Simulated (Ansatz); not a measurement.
Relaxation of BH$_{4}$NSi (7 atoms, charge 0, multiplicity 1), to a largest force component of 0.02 eV/Å in at most 50 steps.

These are results of UKS PBE-D4/6-31G* (Ansatz), not measurements.

```xyz
7
Properties=species:S:1:pos:R:3:forces:R:3
N -1.471 -1.492 0.067 -0.20 -0.21 0.00
B -0.597 -0.611 0.022 0.14 0.15 0.00
Si 0.755 0.766 -0.034 0.44 0.44 -0.02
H -2.164 -2.200 0.094 -0.45 -0.45 0.02
H 0.685 1.597 -1.248 -0.17 0.19 -0.49
H 0.665 1.708 1.096 -0.18 0.24 0.46
H 2.128 0.232 0.003 0.41 -0.36 0.02
```

Task: Where does it end, and by what steps?

Result: The forces met the threshold. After 2 steps the energy has fallen by 0.065 eV; H5 moved furthest, 0.05 Å.

```csv
step,energy less start (eV),largest force component (eV/Å),accepted
0,0.0000,0.487,yes
1,-0.0611,0.163,yes
2,-0.0652,0.014,yes
```

```xyz
7
Properties=species:S:1:pos:R:3
N -1.478 -1.500 0.067
B -0.597 -0.609 0.023
Si 0.789 0.802 -0.035
H -2.180 -2.217 0.094
H 0.663 1.608 -1.293
H 0.644 1.724 1.138
H 2.159 0.192 0.005
```

Whether the end is a true minimum wasn't checked by a vibrational analysis.

The run took 3.9 s on 1 thread of Intel(R) Xeon(R) 6975P-C (Granite Rapids), on a shared host, peak memory 0.15 GiB.
